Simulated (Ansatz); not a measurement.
A calculation with Ansatz (development build ahead of 0.2.0).

```yaml
crystal:
  periodic: [false, false, false]
  atoms:
    - { symbol: Si, position_ang: [0.0, 0.0, -1.10146] }
    - { symbol: S, position_ang: [0.0, 0.0, 1.10146] }
basis:
  gaussian: { orbitals: def2-SVP }
total_charge: -1
magnetization:
  spin_polarized: true
  initial_magnetization: 1
hamiltonian:
  xc: hf
correlation:
  method: mp2
  frozen_orbitals: { S: 5, Si: 5 }
```

The input is written out in the form of the current development build from the run's settings.

The run gave:

```yaml
Converged: yes
Reference_energy: -686.23623 hartree
Correlation_energy: -0.19319 hartree
Total_energy: -686.42942 hartree
Spin_squared_of_the_determinant: 0.847
Stability_test: minimum
Occupied_orbitals_by_symmetry_in_an_Abelian_subgroup_alpha;_beta: 9 A1 4 B1 3 B2; 9 A1 3 B1 3 B2
```

Messages of the program:
```
mean field -18673.43897461 eV, -686.2362250054 hartree, gradient 1.7e-6 eV, S^2 0.846594; 11 other ends of a descent, 0 dependent functions left out
```

Caution: no diffuse functions for an anion.
